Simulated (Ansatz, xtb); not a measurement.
## Relative energy of two isomers of CH4Si

Structure X is `C[SiH]`, a singlet and structure Y is `C=[SiH2]`, a singlet. Both are isolated molecules in the gas phase, relaxed with B3LYP-D3(BJ)/def2-SVP.

X (Å):

| atom | x (Å) | y (Å) | z (Å) |
| --- | --- | --- | --- |
| C | 0.5321 | 0.2564 | -0.2044 |
| Si | 0.6285 | -1.1756 | -1.4681 |
| H | 0.7667 | 1.2150 | -0.7059 |
| H | -0.5052 | 0.3631 | 0.1669 |
| H | -0.4278 | -0.5708 | -2.4088 |
| H | 1.2061 | 0.1332 | 0.6567 |

Y (Å):

```yaml
atoms:
  - { symbol: C, position_ang: [0.3386, -0.7465, -1.0406] }
  - { symbol: Si, position_ang: [-0.8850, 0.4281, -0.8236] }
  - { symbol: H, position_ang: [-0.5854, 1.8523, -0.5424] }
  - { symbol: H, position_ang: [-2.3289, 0.1026, -0.9020] }
  - { symbol: H, position_ang: [1.4019, -0.4969, -0.9810] }
  - { symbol: H, position_ang: [0.1080, -1.7955, -1.2479] }
```

Question: Estimate which is lower in electronic energy at CCSD(T)/def2-TZVPP, and by roughly how much.

Answer: The CCSD(T)/def2-TZVPP calculation puts structure Y lower, by 2.5 kcal/mol.

How the difference moves with the method:

```
                level               geometry  E(Y) − E(X) (kcal/mol)  departure from the last row (kcal/mol)  job, with rough time for the two
             GFN2-xTB               GFN2-xTB                      −2.6                                    −0.2              optimisation, 0.17 s
            HF/STO-3G               GFN2-xTB                     +31.6                                   +34.0               single point, 0.2 s
   r2SCAN-D4/def2-SVP               GFN2-xTB                      −4.0                                    −1.6               single point, 3.6 s
B3LYP-D3(BJ)/def2-SVP  B3LYP-D3(BJ)/def2-SVP                      −1.3                                    +1.1                optimisation, 14 s
        HF/def2-TZVPP  B3LYP-D3(BJ)/def2-SVP                      +1.8                                    +4.3           part of the CCSD(T) run
       MP2/def2-TZVPP  B3LYP-D3(BJ)/def2-SVP                      −4.5                                    −2.1           part of the CCSD(T) run
   CCSD(T)/def2-TZVPP  B3LYP-D3(BJ)/def2-SVP                      −2.5                                                        single point, 26 s
```

As drawn, Y has 1 C=Si, 1 Si–H in place of 1 C–Si, 1 C–H.

HF/STO-3G, HF/def2-TZVPP put the two in the other order. The largest departure from CCSD(T)/def2-TZVPP is that of HF/STO-3G, 34.0 kcal/mol.

With harmonic frequencies from B3LYP-D3(BJ)/def2-SVP (ideal gas, rigid rotor, one conformer each, 298.15 K, 1 atm): on the last row, ΔE + ΔZPE = −3.4, ΔH = −3.6, ΔG = −2.5 kcal/mol.

The correlated steps freeze 6 core orbitals. Programs: Ansatz 0.2.0, xtb 6.7.1; the last row on 1 thread of Arm Neoverse N1 on a shared host.
